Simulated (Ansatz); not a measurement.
A structure relaxed at PBE0-D4/def2-TZVP, charge 0, multiplicity 1:

Cartesian coordinates in Å:
```
C 0.386 -0.176 1.435
N 0.064 -0.030 0.244
Al -0.386 0.175 -1.433
H -0.348 -0.136 2.255
H 1.426 -0.355 1.750
H -0.775 -1.125 -2.240
H -0.367 1.645 -2.011
```

Question: Give its formula and SMILES.

Answer: CH4AlN, `C=[N][AlH2]`.

Question: Point group (tolerance 0.08 Å, 0.16 Å for H)?

Answer: C2v.

Question: Summarise the bond lengths by kind.

Answer: 1 × C–N 1.242 Å; 2 × C–H 1.101 Å; 1 × Al–N 1.748 Å; 2 × Al–H 1.580 Å.

All numbers were calculated with Ansatz.
